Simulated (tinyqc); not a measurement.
UHF in the sto-6g basis, for LiH+, spin multiplicity 2, step by step (part 1 of 3). Computed by tinyqc, a small Python program that keeps every step (integrals from PySCF). Settings: charge = 1, multiplicity = 2, basis = sto-6g, energy threshold = 1e-09, iteration cap = 50, orthogonalisation = canonical, start = random, DIIS depth = 8, damping = 0.7, method = UHF. Command: `OMP_NUM_THREADS=1 python tinyqc.py 25546 25547 out.jsonl` (the two numbers bound the seeds that draw the settings). One thread of a shared host (Intel(R) Xeon(R) Processor @ 2.60GHz), about 0.1 s of CPU time with the checks. Later iterations appear only in the table of the cycle.

## One-electron integrals

Geometry (angstrom):
```
atom         x         y         z
Li    0.000000  0.000000  0.000000
H     0.000000  0.000000  1.711000
```

Basis sto-6g: exponents (1/bohr^2) and contraction coefficients of normalised primitives:
```
element  l (shell)    exponent  coefficient
Li           s (1)  167.175846     0.009164
Li           s (1)   30.651508     0.049361
Li           s (1)    8.575187     0.168538
Li           s (1)    2.945808     0.370563
Li           s (1)    1.143944     0.416492
Li           s (1)    0.471139     0.130334
Li           s (2)    6.597564    -0.013253
Li           s (2)    1.305830    -0.046992
Li           s (2)    0.405851    -0.033785
Li           s (2)    0.156146     0.250242
Li           s (2)    0.067814     0.595117
Li           s (2)    0.031084     0.240706
Li           p (3)    6.597564     0.003760
Li           p (3)    1.305830     0.037679
Li           p (3)    0.405851     0.173897
Li           p (3)    0.156146     0.418036
Li           p (3)    0.067814     0.425860
Li           p (3)    0.031084     0.101708
H            s (1)   35.523221     0.009164
H            s (1)    6.513144     0.049361
H            s (1)    1.822143     0.168538
H            s (1)    0.625955     0.370563
H            s (1)    0.243077     0.416492
H            s (1)    0.100112     0.130334
```

Overlap, kinetic and nuclear-attraction integrals over the contracted functions; the nuclear repulsion is the sum of Za Zb / Rab.

nuclear repulsion = 0.92783848 hartree

overlap S, order 1Li 1s, 1Li 2s, 1Li 2px, 1Li 2py, 1Li 2pz, 2H 1s:
$$\begin{pmatrix}
1.000000 & 0.235742 & 0.000000 & 0.000000 & 0.000000 & 0.053945 \\
0.235742 & 1.000000 & 0.000000 & 0.000000 & 0.000000 & 0.370086 \\
0.000000 & 0.000000 & 1.000000 & 0.000000 & 0.000000 & 0.000000 \\
0.000000 & 0.000000 & 0.000000 & 1.000000 & 0.000000 & 0.000000 \\
0.000000 & 0.000000 & 0.000000 & 0.000000 & 1.000000 & 0.488477 \\
0.053945 & 0.370086 & 0.000000 & 0.000000 & 0.488477 & 1.000000
\end{pmatrix}$$

kinetic energy T (hartree), order 1Li 1s, 1Li 2s, 1Li 2px, 1Li 2py, 1Li 2pz, 2H 1s:
$$\begin{pmatrix}
3.616742 & -0.110723 & 0.000000 & 0.000000 & 0.000000 & -0.014530 \\
-0.110723 & 0.106524 & 0.000000 & 0.000000 & 0.000000 & 0.034895 \\
0.000000 & 0.000000 & 0.320007 & 0.000000 & 0.000000 & 0.000000 \\
0.000000 & 0.000000 & 0.000000 & 0.320007 & 0.000000 & 0.000000 \\
0.000000 & 0.000000 & 0.000000 & 0.000000 & 0.320007 & 0.109669 \\
-0.014530 & 0.034895 & 0.000000 & 0.000000 & 0.109669 & 0.768522
\end{pmatrix}$$

nuclear attraction V (hartree), order 1Li 1s, 1Li 2s, 1Li 2px, 1Li 2py, 1Li 2pz, 2H 1s:
$$\begin{pmatrix}
-8.376424 & -0.901256 & 0.000000 & 0.000000 & -0.014858 & -0.223462 \\
-0.901256 & -1.478943 & 0.000000 & 0.000000 & -0.115642 & -0.662032 \\
0.000000 & 0.000000 & -1.448131 & 0.000000 & 0.000000 & 0.000000 \\
0.000000 & 0.000000 & 0.000000 & -1.448131 & 0.000000 & 0.000000 \\
-0.014858 & -0.115642 & 0.000000 & 0.000000 & -1.540388 & -0.890058 \\
-0.223462 & -0.662032 & 0.000000 & 0.000000 & -0.890058 & -2.165872
\end{pmatrix}$$

core Hamiltonian H = T + V (hartree), order 1Li 1s, 1Li 2s, 1Li 2px, 1Li 2py, 1Li 2pz, 2H 1s:
$$\begin{pmatrix}
-4.759681 & -1.011979 & 0.000000 & 0.000000 & -0.014858 & -0.237992 \\
-1.011979 & -1.372419 & 0.000000 & 0.000000 & -0.115642 & -0.627137 \\
0.000000 & 0.000000 & -1.128123 & 0.000000 & 0.000000 & 0.000000 \\
0.000000 & 0.000000 & 0.000000 & -1.128123 & 0.000000 & 0.000000 \\
-0.014858 & -0.115642 & 0.000000 & 0.000000 & -1.220381 & -0.780389 \\
-0.237992 & -0.627137 & 0.000000 & 0.000000 & -0.780389 & -1.397350
\end{pmatrix}$$

## Two-electron integrals

Functions are numbered as in S; the eight-fold symmetry (ij|kl) = (ji|kl) = (kl|ij) leaves the list below.

Two-electron integrals (ij|kl) in chemists' order, unique and non-zero (hartree):
```
(11|11) 1.681247   (21|11) 0.242603   (21|21) 0.044507   (22|11) 0.397190
(22|21) 0.090279   (22|22) 0.290625   (31|31) 0.009437   (32|31) 0.014261
(32|32) 0.064236   (33|11) 0.397190   (33|21) 0.090279   (33|22) 0.290625
(33|33) 0.313125   (41|41) 0.009437   (42|41) 0.014261   (42|42) 0.064236
(43|43) 0.016875   (44|11) 0.397190   (44|21) 0.090279   (44|22) 0.290625
(44|33) 0.279374   (44|44) 0.313125   (51|51) 0.009437   (52|51) 0.014261
(52|52) 0.064236   (53|53) 0.016875   (54|54) 0.016875   (55|11) 0.397190
(55|21) 0.090279   (55|22) 0.290625   (55|33) 0.279374   (55|44) 0.279374
(55|55) 0.313125   (61|11) 0.055748   (61|21) 0.010007   (61|22) 0.020472
(61|33) 0.020188   (61|44) 0.020188   (61|51) 0.001332   (61|52) 0.002682
(61|55) 0.021039   (61|61) 0.002489   (62|11) 0.134116   (62|21) 0.030893
(62|22) 0.105432   (62|33) 0.100019   (62|44) 0.100019   (62|51) 0.005313
(62|52) 0.031172   (62|55) 0.116259   (62|61) 0.008373   (62|62) 0.063605
(63|31) 0.002583   (63|32) 0.011843   (63|53) 0.004747   (63|63) 0.004478
(64|41) 0.002583   (64|42) 0.011843   (64|54) 0.004747   (64|64) 0.004478
(65|11) 0.165989   (65|21) 0.038629   (65|22) 0.136256   (65|33) 0.127067
(65|44) 0.127067   (65|51) 0.008280   (65|52) 0.048052   (65|55) 0.154633
(65|61) 0.010944   (65|62) 0.090277   (65|65) 0.129954   (66|11) 0.308546
(66|21) 0.072429   (66|22) 0.270462   (66|33) 0.246898   (66|44) 0.246898
(66|51) 0.014221   (66|52) 0.101849   (66|55) 0.317587   (66|61) 0.020749
(66|62) 0.205006   (66|65) 0.302040   (66|66) 0.774999
```

## Orthogonalisation

S = U s U^T; canonical form X = U s^(-1/2), so that X^T S X = 1. Each column of U has its largest component positive (the first on a tie).

eigenvalues of S: [0.380019, 0.804716, 1.000000, 1.000000, 1.169646, 1.645619]

X, order 1Li 1s, 1Li 2s, 1Li 2px, 1Li 2py, 1Li 2pz, 2H 1s:
$$\begin{pmatrix}
0.183952 & 0.792668 & 0.000000 & 0.000000 & 0.605582 & 0.178742 \\
-0.741034 & -0.615394 & 0.000000 & 0.000000 & 0.474310 & 0.368474 \\
0.000000 & 0.000000 & -0.450692 & 0.892679 & 0.000000 & 0.000000 \\
0.000000 & 0.000000 & 0.892679 & 0.450692 & 0.000000 & 0.000000 \\
-0.885769 & 0.450744 & 0.000000 & 0.000000 & -0.484690 & 0.400205 \\
1.124229 & -0.180199 & 0.000000 & 0.000000 & -0.168330 & 0.528950
\end{pmatrix}$$

Within a degenerate level the vectors are fixed only up to a rotation; this is one choice.

## Starting guess

The start is random orthonormal orbitals; D(s) = C_occ C_occ^T for each spin.

D(alpha) at the start, order 1Li 1s, 1Li 2s, 1Li 2px, 1Li 2py, 1Li 2pz, 2H 1s:
$$\begin{pmatrix}
0.118930 & 0.031335 & -0.145397 & -0.198718 & -0.189920 & 0.179339 \\
0.031335 & 1.087084 & 0.009244 & 0.272551 & 0.067186 & -0.451712 \\
-0.145397 & 0.009244 & 0.179850 & 0.257262 & 0.237353 & -0.241243 \\
-0.198718 & 0.272551 & 0.257262 & 0.429886 & 0.352639 & -0.449926 \\
-0.189920 & 0.067186 & 0.237353 & 0.352639 & 0.316023 & -0.340605 \\
0.179339 & -0.451712 & -0.241243 & -0.449926 & -0.340605 & 0.501205
\end{pmatrix}$$

D(beta) at the start, order 1Li 1s, 1Li 2s, 1Li 2px, 1Li 2py, 1Li 2pz, 2H 1s:
$$\begin{pmatrix}
0.033392 & 0.169763 & -0.033728 & -0.007317 & -0.035834 & -0.024094 \\
0.169763 & 0.863063 & -0.171472 & -0.037197 & -0.182175 & -0.122493 \\
-0.033728 & -0.171472 & 0.034068 & 0.007390 & 0.036194 & 0.024337 \\
-0.007317 & -0.037197 & 0.007390 & 0.001603 & 0.007852 & 0.005279 \\
-0.035834 & -0.182175 & 0.036194 & 0.007852 & 0.038454 & 0.025856 \\
-0.024094 & -0.122493 & 0.024337 & 0.005279 & 0.025856 & 0.017385
\end{pmatrix}$$

## Iteration 1: building the Fock matrix

J_ij = sum D_kl (ij|kl) with D = D(alpha) + D(beta), K_ij = sum D_kl (ik|jl) for each spin; F = H + J - K(s); E = tr D H + tr D J / 2 - 0.5 sum_s tr D(s) K(s) + E_nn.

Coulomb J (hartree), order 1Li 1s, 1Li 2s, 1Li 2px, 1Li 2py, 1Li 2pz, 2H 1s:
$$\begin{pmatrix}
1.444195 & 0.302054 & -0.009129 & 0.000527 & -0.011066 & 0.066737 \\
0.302054 & 0.893926 & -0.031089 & 0.013828 & -0.033609 & 0.313698 \\
-0.009129 & -0.031089 & 0.889590 & 0.008932 & 0.007173 & -0.004114 \\
0.000527 & 0.013828 & 0.008932 & 0.896933 & 0.007945 & 0.003950 \\
-0.011066 & -0.033609 & 0.007173 & 0.007945 & 0.895253 & 0.403125 \\
0.066737 & 0.313698 & -0.004114 & 0.003950 & 0.403125 & 0.828436
\end{pmatrix}$$

exchange K(alpha) (hartree), order 1Li 1s, 1Li 2s, 1Li 2px, 1Li 2py, 1Li 2pz, 2H 1s:
$$\begin{pmatrix}
0.283569 & 0.158155 & -0.063649 & -0.062557 & -0.063357 & 0.041205 \\
0.158155 & 0.312827 & -0.038905 & 0.025614 & -0.074479 & 0.044123 \\
-0.063649 & -0.038905 & 0.129987 & 0.076214 & 0.038516 & -0.031633 \\
-0.062557 & 0.025614 & 0.076214 & 0.204060 & 0.045162 & -0.040655 \\
-0.063357 & -0.074479 & 0.038516 & 0.045162 & 0.100444 & 0.008206 \\
0.041205 & 0.044123 & -0.031633 & -0.040655 & 0.008206 & 0.126652
\end{pmatrix}$$

exchange K(beta) (hartree), order 1Li 1s, 1Li 2s, 1Li 2px, 1Li 2py, 1Li 2pz, 2H 1s:
$$\begin{pmatrix}
0.172596 & 0.152646 & -0.031086 & -0.006744 & -0.041759 & 0.023020 \\
0.152646 & 0.263127 & -0.061652 & -0.013374 & -0.084143 & 0.036001 \\
-0.031086 & -0.061652 & 0.069238 & 0.002189 & 0.013930 & -0.009061 \\
-0.006744 & -0.013374 & 0.002189 & 0.059620 & 0.003022 & -0.001965 \\
-0.041759 & -0.084143 & 0.013930 & 0.003022 & 0.071324 & -0.003881 \\
0.023020 & 0.036001 & -0.009061 & -0.001965 & -0.003881 & 0.007170
\end{pmatrix}$$

F(alpha) (hartree), order 1Li 1s, 1Li 2s, 1Li 2px, 1Li 2py, 1Li 2pz, 2H 1s:
$$\begin{pmatrix}
-3.599055 & -0.868079 & 0.054521 & 0.063084 & 0.037433 & -0.212460 \\
-0.868079 & -0.791320 & 0.007817 & -0.011786 & -0.074772 & -0.357562 \\
0.054521 & 0.007817 & -0.368520 & -0.067282 & -0.031344 & 0.027520 \\
0.063084 & -0.011786 & -0.067282 & -0.435250 & -0.037218 & 0.044605 \\
0.037433 & -0.074772 & -0.031344 & -0.037218 & -0.425572 & -0.385470 \\
-0.212460 & -0.357562 & 0.027520 & 0.044605 & -0.385470 & -0.695565
\end{pmatrix}$$

F(beta) (hartree), order 1Li 1s, 1Li 2s, 1Li 2px, 1Li 2py, 1Li 2pz, 2H 1s:
$$\begin{pmatrix}
-3.488083 & -0.862571 & 0.021958 & 0.007271 & 0.015835 & -0.194275 \\
-0.862571 & -0.741620 & 0.030564 & 0.027202 & -0.065108 & -0.349440 \\
0.021958 & 0.030564 & -0.307771 & 0.006743 & -0.006758 & 0.004947 \\
0.007271 & 0.027202 & 0.006743 & -0.290811 & 0.004923 & 0.005916 \\
0.015835 & -0.065108 & -0.006758 & 0.004923 & -0.396452 & -0.373384 \\
-0.194275 & -0.349440 & 0.004947 & 0.005916 & -0.373384 & -0.576083
\end{pmatrix}$$

total energy of this density = -2.71954348 hartree

This density is the starting one.

## Iteration 1: diagonalisation and new density

Diagonalise F' = X^T F X, C = X C', fill 2 alpha and 1 beta electrons from the bottom; D(s) = C_occ C_occ^T; the new density keeps 0.7 of the old one (damping). Each column has its largest component positive (the first on a tie).

F' = X^T F X (alpha) (hartree):
$$\begin{pmatrix}
-0.367437 & -0.245135 & 0.063983 & 0.102809 & -0.099678 & -0.129641 \\
-0.245135 & -1.710954 & 0.020255 & 0.031869 & -1.429467 & -0.484342 \\
0.063983 & 0.020255 & -0.367558 & -0.066796 & 0.017202 & 0.007357 \\
0.102809 & 0.031869 & -0.066796 & -0.436213 & 0.061654 & 0.020112 \\
-0.099678 & -1.429467 & 0.017202 & 0.061654 & -2.066358 & -0.650098 \\
-0.129641 & -0.484342 & 0.007357 & 0.020112 & -0.650098 & -0.958995
\end{pmatrix}$$

orbital energies (alpha) (hartree): MO1 -3.602321, MO2 -0.727301, MO3 -0.571592, MO4 -0.467073, MO5 -0.326113, MO6 -0.213114

coefficients C (alpha), order 1Li 1s, 1Li 2s, 1Li 2px, 1Li 2py, 1Li 2pz, 2H 1s:
$$\begin{pmatrix}
0.998448 & -0.145111 & -0.140648 & -0.150603 & -0.010833 & -0.017438 \\
0.000849 & 0.434842 & 0.823272 & 0.579187 & 0.072740 & 0.284551 \\
-0.017578 & -0.029913 & 0.307367 & -0.408456 & 0.829026 & -0.224056 \\
-0.020694 & -0.037305 & 0.553747 & -0.544278 & -0.555065 & -0.295311 \\
-0.018783 & 0.185518 & 0.187014 & -0.419236 & 0.018587 & 1.066301 \\
0.015307 & 0.674049 & -0.656478 & -0.211570 & -0.057565 & -0.819067
\end{pmatrix}$$

F' = X^T F X (beta) (hartree):
$$\begin{pmatrix}
-0.174391 & -0.211445 & -0.011573 & -0.013754 & -0.091585 & -0.078001 \\
-0.211445 & -1.644136 & -0.006362 & -0.009195 & -1.390198 & -0.488522 \\
-0.011573 & -0.006362 & -0.299681 & 0.010827 & -0.001198 & 0.007855 \\
-0.013754 & -0.009195 & 0.010827 & -0.298901 & 0.033267 & 0.020880 \\
-0.091585 & -1.390198 & -0.001198 & 0.033267 & -1.995885 & -0.644347 \\
-0.078001 & -0.488522 & 0.007855 & 0.020880 & -0.644347 & -0.898400
\end{pmatrix}$$

orbital energies (beta) (hartree): MO1 -3.488916, MO2 -0.661089, MO3 -0.445581, MO4 -0.308555, MO5 -0.283800, MO6 -0.123454

coefficients C (beta), order 1Li 1s, 1Li 2s, 1Li 2px, 1Li 2py, 1Li 2pz, 2H 1s:
$$\begin{pmatrix}
0.996419 & -0.170347 & -0.186446 & -0.015851 & -0.032435 & -0.053893 \\
0.014737 & 0.565457 & 0.846040 & 0.098480 & 0.143583 & 0.471727 \\
-0.007023 & -0.040062 & -0.154552 & 0.884166 & 0.438927 & 0.007246 \\
-0.002368 & -0.049333 & -0.101812 & -0.457180 & 0.879397 & 0.069584 \\
-0.004547 & 0.251002 & -0.393971 & -0.006782 & -0.119930 & 1.072465 \\
-0.000595 & 0.533900 & -0.493481 & -0.064188 & 0.021347 & -1.035055
\end{pmatrix}$$

D(alpha) after iteration 1, order 1Li 1s, 1Li 2s, 1Li 2px, 1Li 2py, 1Li 2pz, 2H 1s:
$$\begin{pmatrix}
0.388637 & 0.003259 & -0.105741 & -0.143677 & -0.146646 & 0.100779 \\
0.003259 & 0.817685 & 0.002564 & 0.185914 & 0.071227 & -0.228263 \\
-0.105741 & 0.002564 & 0.126256 & 0.180528 & 0.164581 & -0.174999 \\
-0.143677 & 0.185914 & 0.180528 & 0.301466 & 0.244888 & -0.322587 \\
-0.146646 & 0.071227 & 0.164581 & 0.244888 & 0.231647 & -0.200995 \\
0.100779 & -0.228263 & -0.174999 & -0.322587 & -0.200995 & 0.487216
\end{pmatrix}$$

D(beta) after iteration 1, order 1Li 1s, 1Li 2s, 1Li 2px, 1Li 2py, 1Li 2pz, 2H 1s:
$$\begin{pmatrix}
0.321230 & 0.123239 & -0.025709 & -0.005829 & -0.026443 & -0.017044 \\
0.123239 & 0.604209 & -0.120061 & -0.026048 & -0.127543 & -0.085748 \\
-0.025709 & -0.120061 & 0.023862 & 0.005178 & 0.025346 & 0.017037 \\
-0.005829 & -0.026048 & 0.005178 & 0.001124 & 0.005499 & 0.003696 \\
-0.026443 & -0.127543 & 0.025346 & 0.005499 & 0.026924 & 0.018100 \\
-0.017044 & -0.085748 & 0.017037 & 0.003696 & 0.018100 & 0.012170
\end{pmatrix}$$

## Iteration 2: building the Fock matrix

As before.

Coulomb J (hartree), order 1Li 1s, 1Li 2s, 1Li 2px, 1Li 2py, 1Li 2pz, 2H 1s:
$$\begin{pmatrix}
2.120589 & 0.380371 & -0.006648 & 0.000091 & -0.003914 & 0.086548 \\
0.380371 & 0.947184 & -0.022586 & 0.008721 & 0.001985 & 0.353736 \\
-0.006648 & -0.022586 & 0.939195 & 0.006268 & 0.004910 & -0.003074 \\
0.000091 & 0.008721 & 0.006268 & 0.944341 & 0.005423 & 0.002535 \\
-0.003914 & 0.001985 & 0.004910 & 0.005423 & 0.958016 & 0.459009 \\
0.086548 & 0.353736 & -0.003074 & 0.002535 & 0.459009 & 0.950683
\end{pmatrix}$$

exchange K(alpha) (hartree), order 1Li 1s, 1Li 2s, 1Li 2px, 1Li 2py, 1Li 2pz, 2H 1s:
$$\begin{pmatrix}
0.704937 & 0.184220 & -0.046714 & -0.046333 & -0.045312 & 0.046964 \\
0.184220 & 0.274433 & -0.029720 & 0.014869 & -0.012885 & 0.105485 \\
-0.046714 & -0.029720 & 0.100203 & 0.053481 & 0.025690 & -0.024418 \\
-0.046333 & 0.014869 & 0.053481 & 0.152109 & 0.030026 & -0.031286 \\
-0.045312 & -0.012885 & 0.025690 & 0.030026 & 0.116924 & 0.087173 \\
0.046964 & 0.105485 & -0.024418 & -0.031286 & 0.087173 & 0.261465
\end{pmatrix}$$

exchange K(beta) (hartree), order 1Li 1s, 1Li 2s, 1Li 2px, 1Li 2py, 1Li 2pz, 2H 1s:
$$\begin{pmatrix}
0.623706 & 0.181039 & -0.022617 & -0.005009 & -0.029816 & 0.033072 \\
0.181039 & 0.198250 & -0.043387 & -0.009440 & -0.059057 & 0.028341 \\
-0.022617 & -0.043387 & 0.051411 & 0.001534 & 0.009754 & -0.006392 \\
-0.005009 & -0.009440 & 0.001534 & 0.044675 & 0.002116 & -0.001393 \\
-0.029816 & -0.059057 & 0.009754 & 0.002116 & 0.052867 & -0.002329 \\
0.033072 & 0.028341 & -0.006392 & -0.001393 & -0.002329 & 0.005798
\end{pmatrix}$$

F(alpha) (hartree), order 1Li 1s, 1Li 2s, 1Li 2px, 1Li 2py, 1Li 2pz, 2H 1s:
$$\begin{pmatrix}
-3.344029 & -0.815827 & 0.040066 & 0.046424 & 0.026540 & -0.198409 \\
-0.815827 & -0.699668 & 0.007134 & -0.006148 & -0.100771 & -0.378886 \\
0.040066 & 0.007134 & -0.289132 & -0.047214 & -0.020779 & 0.021344 \\
0.046424 & -0.006148 & -0.047214 & -0.335892 & -0.024604 & 0.033822 \\
0.026540 & -0.100771 & -0.020779 & -0.024604 & -0.379289 & -0.408554 \\
-0.198409 & -0.378886 & 0.021344 & 0.033822 & -0.408554 & -0.708132
\end{pmatrix}$$

F(beta) (hartree), order 1Li 1s, 1Li 2s, 1Li 2px, 1Li 2py, 1Li 2pz, 2H 1s:
$$\begin{pmatrix}
-3.262799 & -0.812646 & 0.015969 & 0.005100 & 0.011044 & -0.184516 \\
-0.812646 & -0.623485 & 0.020801 & 0.018160 & -0.054599 & -0.301742 \\
0.015969 & 0.020801 & -0.240339 & 0.004734 & -0.004844 & 0.003318 \\
0.005100 & 0.018160 & 0.004734 & -0.228457 & 0.003306 & 0.003928 \\
0.011044 & -0.054599 & -0.004844 & 0.003306 & -0.315232 & -0.319051 \\
-0.184516 & -0.301742 & 0.003318 & 0.003928 & -0.319051 & -0.452464
\end{pmatrix}$$

total energy of this density = -4.22549522 hartree

This density is a damped mixture and is not idempotent.

## Iteration 2: DIIS over 2 matrices

error matrix X^T (FDS - SDF) X (alpha):
$$\begin{pmatrix}
0.000000 & 0.115148 & -0.004294 & 0.003512 & 0.013215 & 0.009556 \\
-0.115148 & 0.000000 & 0.114345 & 0.302664 & -0.620852 & -0.316865 \\
0.004294 & -0.114345 & 0.000000 & 0.001342 & -0.098849 & -0.058349 \\
-0.003512 & -0.302664 & -0.001342 & 0.000000 & -0.311173 & -0.176979 \\
-0.013215 & 0.620852 & 0.098849 & 0.311173 & 0.000000 & 0.039490 \\
-0.009556 & 0.316865 & 0.058349 & 0.176979 & -0.039490 & 0.000000
\end{pmatrix}$$

B (overlaps of the stored error matrices):
$$\begin{pmatrix}
5.8750221e+00 & 3.9274609e+00 \\
3.9274609e+00 & 2.6279660e+00
\end{pmatrix}$$

Minimise |sum c_i e_i|^2 with sum c_i = 1: solve [B -1; -1 0][c; lambda] = [0; -1] with B_ij = tr e_i^T e_j summed over both spins, and take F = sum c_i F_i.

DIIS coefficients: [-2.005188, 3.005188]

extrapolated F(alpha) (hartree), order 1Li 1s, 1Li 2s, 1Li 2px, 1Li 2py, 1Li 2pz, 2H 1s:
$$\begin{pmatrix}
-2.832654 & -0.711050 & 0.011080 & 0.013017 & 0.004699 & -0.170233 \\
-0.711050 & -0.515889 & 0.005765 & 0.005159 & -0.152906 & -0.421646 \\
0.011080 & 0.005765 & -0.129943 & -0.006973 & 0.000404 & 0.008961 \\
0.013017 & 0.005159 & -0.006973 & -0.136659 & 0.000690 & 0.012198 \\
0.004699 & -0.152906 & 0.000404 & 0.000690 & -0.286483 & -0.454841 \\
-0.170233 & -0.421646 & 0.008961 & 0.012198 & -0.454841 & -0.733332
\end{pmatrix}$$

extrapolated F(beta) (hartree), order 1Li 1s, 1Li 2s, 1Li 2px, 1Li 2py, 1Li 2pz, 2H 1s:
$$\begin{pmatrix}
-2.811062 & -0.712539 & 0.003960 & 0.000747 & 0.001438 & -0.164948 \\
-0.712539 & -0.386602 & 0.001225 & 0.000030 & -0.033528 & -0.206099 \\
0.003960 & 0.001225 & -0.105126 & 0.000705 & -0.001007 & 0.000053 \\
0.000747 & 0.000030 & 0.000705 & -0.103427 & 0.000065 & -0.000058 \\
0.001438 & -0.033528 & -0.001007 & 0.000065 & -0.152370 & -0.210105 \\
-0.164948 & -0.206099 & 0.000053 & -0.000058 & -0.210105 & -0.204586
\end{pmatrix}$$
